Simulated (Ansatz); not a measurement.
# CHOSi (quartet): the correlation ladder, def2-TZVPP

One table from this session's results is given with a row withheld; the runs are named, their logs left out.

The runs use Ansatz 0.2.0, Gaussian basis; def2-TZVPP, core rule «outside noble gas», up to 7 orbitals frozen.

Plan: UHF; ROHF; CCSD(T) on UHF.

### The system

The geometry is a PBE0/def2-TZVP stationary point (not a proven minimum).

4 atoms, charge 0, spin multiplicity 4.

Atoms are counted from 1 here; the program's logs count them from 0.

Bond lengths: C1–O2 1.286 Å, C1–H4 1.089 Å, O2–Si3 1.707 Å. Angles: O2–C1–H4 123.9°, C1–O2–Si3 134.6°.

Set-up of the first run:

Input file in.yaml:

```yaml
crystal:
  periodic: [false, false, false]
  atoms:
    - {symbol: C, position_ang: [0.000000, -0.310298, 1.646633]}
    - {symbol: O, position_ang: [0.000000, 0.351816, 0.544141]}
    - {symbol: Si, position_ang: [0.000000, -0.073198, -1.108628]}
    - {symbol: H, position_ang: [0.000000, 0.152652, 2.632314]}
basis:
  gaussian: {orbitals: def2-TZVPP}
magnetization: {spin_polarized: true, initial_magnetization: 3}
hamiltonian: {xc: hf}
output: {orbitals: {seedname: orbitals}}
```

Run with:

```
$ ansatz run in.yaml --threads 1 --pin off --events-out ev --progress --plain --max-ram 4096MiB --backend cpu
```

Among the steps run: UHF; ROHF; CCSD(T) on UHF.

One table of the session follows, with a row left open; its other results are not shown here.

```
  method  from UCCSD(T) (kJ/mol)
    ROHF                 +1236.1
     UHF                 +1207.9
    UMP2                  +123.5
   UCCSD                       ?
UCCSD(T)                       0
```

Estimate the missing values for UCCSD.

**Answer.** from UCCSD(T) (kJ/mol): +49.7. In the column «from UCCSD(T) (kJ/mol)» it lies between UCCSD(T) (0) and UMP2 (+123.5).

With the free atoms at the same levels and basis (separate runs), the atomisation energy is 12.101 eV at UCCSD(T), 8.597 eV at ROHF.
